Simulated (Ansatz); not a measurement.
The first iterations of a band of AlH3 + H3P (8 atoms, charge 0, multiplicity 1).

Level of theory: RKS r2SCAN-D4/def2-SVP in Ansatz 0.2.0.

```json
{"movable images": "5", "climbing image": "yes", "spring": "5.0 eV/Å²", "optimiser": "quadratic models (default)", "start path": "through a guess of the saddle point", "force threshold": "0.03 eV/Å", "iteration limit": "60", "end points": "relaxed"}
```

Image 0:

```xyz
8
Properties=species:S:1:pos:R:3
Al -0.003 0.056 0.136
H 0.131 0.743 1.568
H 1.301 -0.191 -0.742
H -1.446 -0.146 -0.504
P 0.110 -2.982 1.157
H -0.370 -2.773 -0.172
H 1.454 -2.630 0.831
H -0.230 -1.656 1.612
```

Image 6:

```xyz
8
Properties=species:S:1:pos:R:3
Al 0.094 -0.681 -0.042
H -0.187 0.589 1.756
H 1.402 0.195 -0.264
H -1.325 -0.179 -0.553
P 0.273 -2.837 0.869
H -0.564 -3.421 -0.132
H 1.491 -3.134 0.183
H -0.235 -0.109 2.070
```

| iteration | highest image above the first end (eV) | largest band force component (eV/Å) |
| --- | --- | --- |
| 1 | 1.673 | 4.365 |
| 2 | 0.907 | 2.026 |

Question: Does the band converge within its limit, and where does its top end?

Answer: It converged. It ended after 8 iterations with the highest image 0.664 eV above the first end. A vibrational analysis at the climbing image gives one clearly imaginary mode, 1021i cm⁻¹: a first-order saddle point. The orbitals stay closed-shell, which can raise the energy where a bond breaks towards radicals; this wasn't checked here.

Time of the run: 2.2 min on 1 thread of Arm Neoverse V1, with other jobs on the host, peak memory 0.12 GiB.
